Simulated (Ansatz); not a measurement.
NbPd₃ (I4/mmm)

Level of theory: DFT r2SCAN, scalar-relativistic, plane waves, PAW in Ansatz.

Plane waves to 500 eV, a k mesh through Γ of 16×16×16 on the computed 4-atom cell and Gaussian smearing (0.10 eV); no spin polarisation.

The structure is relaxed at this level of theory with its symmetry kept. Whether it is the stable form of this composition wasn't checked.

```cif
data_structure
_symmetry_space_group_name_H-M 'I4/mmm'
_symmetry_Int_Tables_number 139
_cell_length_a 3.9007
_cell_length_b 3.9007
_cell_length_c 8.0265
_cell_angle_alpha 90.000
_cell_angle_beta 90.000
_cell_angle_gamma 90.000
_cell_volume 122.13
loop_
_atom_site_label
_atom_site_type_symbol
_atom_site_symmetry_multiplicity
_atom_site_Wyckoff_symbol
_atom_site_fract_x
_atom_site_fract_y
_atom_site_fract_z
_atom_site_occupancy
Nb1 Nb 2 a 0.00000 0.00000 0.00000 1
Pd1 Pd 4 d 0.00000 0.50000 0.25000 1
Pd2 Pd 2 b 0.50000 0.50000 0.00000 1
```

Formation energy from the elements' standard states (uncorrected)?

-0.438 eV/atom.

Density of states at the Fermi level?

1.79 states/eV per cell.

Löwdin character within 0.5 eV of the Fermi level?

Nb 4d 58 %, Pd 4d 25 %, unprojected 14 %.

Bader charges (e)?

Nb (1 in the cell) 1.50, Pd (2 in the cell) -0.49, Pd (1 in the cell) -0.52.

Cost: 1 run of about 5.8 core-minutes, on Arm Neoverse V1 (shared hosts).